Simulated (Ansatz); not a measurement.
Structure relaxation of Nb

Method: DFT r2SCAN, scalar-relativistic, plane waves, PAW (Ansatz). Cutoff 500 eV, Γ-centred k mesh, Gaussian smearing, no spin polarisation in the final step.

The start puts Nb on the black phosphorus structure type (Cmce, No. 64), at a guessed volume.

```xyz
4
Lattice="1.6569 -5.2560 0.0000 1.6569 5.2560 0.0000 0.0000 0.0000 4.3850" Properties=species:S:1:pos:R:3 pbc="T T T"
Nb    1.6569    4.2258    3.9904
Nb    1.6569   -1.0302    2.5872
Nb    1.6569   -4.2258    0.3947
Nb    1.6569    1.0302    1.7979
```

Steps on the 6×6×4 mesh (4 atoms). 9 of 9 steps are shown, and the free energy counts from the last. Trial steps that were taken back and renewals of the plane-wave basis can be among the rows.

| step | ΔF (meV/atom) | V (Å³/atom) | P (GPa) | largest force component (eV/Å) |
| --- | --- | --- | --- | --- |
| 1 | 2619.0 | 19.09 | 39.28 | 5.815 |
| 2 | 1193.1 | 19.77 | 9.00 | 4.560 |
| 3 | 310.7 | 19.15 | 0.92 | 2.726 |
| 4 | 41.9 | 18.17 | 6.22 | 0.504 |
| 5 | 5.5 | 18.70 | -0.03 | 0.094 |
| 6 | 9.9 | 18.54 | 1.70 | 0.022 |
| 7 | 0.4 | 18.71 | -0.05 | 0.053 |
| 8 | -0.1 | 18.72 | 0.00 | 0.025 |
| 9 | 0.0 | 18.72 | 0.02 | 0.025 |

A final relaxation ran on a 22×22×22 mesh. The relaxed crystal, Fmmm (No. 69):

```cif
data_structure
_symmetry_space_group_name_H-M 'Fmmm'
_symmetry_Int_Tables_number 69
_cell_length_a 3.1979
_cell_length_b 4.6443
_cell_length_c 10.0934
_cell_angle_alpha 90.000
_cell_angle_beta 90.000
_cell_angle_gamma 90.000
_cell_volume 149.91
loop_
_atom_site_label
_atom_site_type_symbol
_atom_site_symmetry_multiplicity
_atom_site_Wyckoff_symbol
_atom_site_fract_x
_atom_site_fract_y
_atom_site_fract_z
_atom_site_occupancy
Nb1 Nb 8 i 0.50000 0.00000 0.36522 1
```

```json
{
 "Volume per atom": "18.74 Å³",
 "Density": "8.23 g/cm³",
 "Energy over the standard structure": "0.34 eV/atom",
 "Gap on the 22×22×22 mesh": "0 eV (a metal)"
}
```

Energies count from the standard state of Nb at the same level.

The final run used a 22×22×22 mesh on its 2-atom cell and 0.10 eV smearing. For metals, differences of a few meV/atom aren't resolved.

A structure relaxed within its symmetry needn't be a true minimum.